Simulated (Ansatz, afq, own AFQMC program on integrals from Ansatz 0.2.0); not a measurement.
**Where AFQMC and coupled cluster stand for O, triplet**

A free O atom.

Basis cc-pVQZ. Only valence electrons are correlated. Ansatz 0.2.0 and our own AFQMC program on the same integrals; the CISD trial comes from CCSD amplitudes, and released means the phaseless constraint is let go. ± is one standard error of the sampling.

Determinant: UHF, the one that the program's search chose, which needn't be the lowest solution.

No full CI on the walks' own integrals is used here; CCSDT(Q) serves as the reference and is uncertain by about the last step of the cluster series.

- T1 diagnostic: 0.0064
- weight of the determinant in the CISD state: 0.962
- ⟨S²⟩ of the determinant: 2.009
- size of the correlated space: 6 electrons in 54 orbitals

Reference: CCSDT(Q), correlation energy -4.807 eV. The released energy is read at 1.50 1/Eh (meV from the phaseless value at times in 1/Eh: -2.9 ± 1.3 at 0.24, -2.8 ± 0.9 at 0.50, -4.3 ± 1.0 at 1.00, -4.2 ± 1.2 at 1.50).

```tsv
level	E − E(reference) (meV)	share of correlation (%)
HF	4807.2	0.00
MP2	518.9	89.21
CCSD	111.0	97.69
CCSD(T)	10.6	99.78
CCSDT	2.0	99.96
ph-AFQMC/HF	89.4 ± 11.8	98.14
ph-AFQMC/CISD	5.0 ± 1.2	99.90
released AFQMC	0.8 ± 1.2	99.98
```

A walk keeps the symmetry of its determinant, which the program's search chose and which needn't be the lowest solution, so a lower state of the same spin and another symmetry isn't excluded. Released energies are given only where the last usable release times agree within the noise; a slower fall can still hide under it.
